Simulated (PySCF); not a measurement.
C4H4N2. Atoms are numbered in the order given.

```xyz
10

C      0.0000    -1.1297    -0.6983
C      0.0000    -1.1297     0.6983
N      0.0000     0.0000     1.3991
C      0.0000     1.1297     0.6983
C      0.0000     1.1297    -0.6983
N      0.0000     0.0000    -1.3991
H      0.0000    -2.0717    -1.2583
H      0.0000    -2.0717     1.2583
H      0.0000     2.0717     1.2583
H      0.0000     2.0717    -1.2583
```
Charge 0, spin multiplicity 1.

Geometry: PBE0-D3(BJ)/def2-SVP.

All values below come from PBE/def2-TZVP (PySCF).

The total energy is -264.09239 hartree and the point group is D2h. The highest occupied level is -5.76 eV and the lowest empty level is -2.51 eV. The orbital gap is 3.26 eV. The dipole moment comes out as 0.00 D. The quadrupole, principal values (traceless, Buckingham form, about the centre of nuclear charge) is -9.29, -1.71, 11.00 D·Å, the mean static polarisability comes out as 56.6 bohr³ (8.39 Å³) and the polarisability, principal values is 33.0, 62.6, 74.2 bohr³.
